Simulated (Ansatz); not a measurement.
# ClH2OSi: the cost of one run

Program: Ansatz 0.2.0, Gaussian basis. Level of theory: PBE0-D4/def2-SVPD. These are calculated values, not measurements.

1 further run of the same task is left out (it didn't finish).

### Step 1. Where the work starts

SMILES `O[SiH-]Cl`, 5 atoms, charge -1, spin multiplicity 1.

Atoms are counted from 1 here; the program's logs count them from 0.

Bond lengths: O1–Si2 1.668 Å, O1–H4 0.959 Å, Si2–H5 1.507 Å. Angles: Si2–O1–H4 116.2°, O1–Si2–H5 100.9°.

Coordinates:

```
atom     x (Å)     y (Å)     z (Å)
  O1  -1.10653  -0.51740  -0.35703
 Si2  -0.39151   0.67300   0.56768
 Cl3   1.61424  -0.54961   1.20300
  H4  -0.52289  -1.01267  -0.93484
  H5   0.40669   1.40668  -0.47882
```

### Step 2. The run

The input, md/in.yaml:

```yaml
crystal:
  periodic: [false, false, false]
  atoms:
    - {symbol: O, position_ang: [-1.106530, -0.517400, -0.357030]}
    - {symbol: Si, position_ang: [-0.391510, 0.673000, 0.567680]}
    - {symbol: Cl, position_ang: [1.614240, -0.549610, 1.203000]}
    - {symbol: H, position_ang: [-0.522890, -1.012670, -0.934840]}
    - {symbol: H, position_ang: [0.406690, 1.406680, -0.478820]}
basis:
  gaussian: {orbitals: def2-SVPD}
total_charge: -1
hamiltonian: {xc: pbe0, dispersion: d4}
md: {n_steps: 60, timestep: 0.25, temperature: 1500, ensemble: nvt_langevin, seed: 152, friction: 0.01, initial_velocities: maxwell_boltzmann}
```

On the command line:

```console
$ ansatz run in.yaml --threads 2 --pin off --events-out ev --progress --plain --max-ram 3481MiB
```

**Question.** How long does this run take on 2 threads of Intel Xeon 6975P-C, shared host, and how much memory does it need?

About 50 s, with a peak of 0.19 GiB.
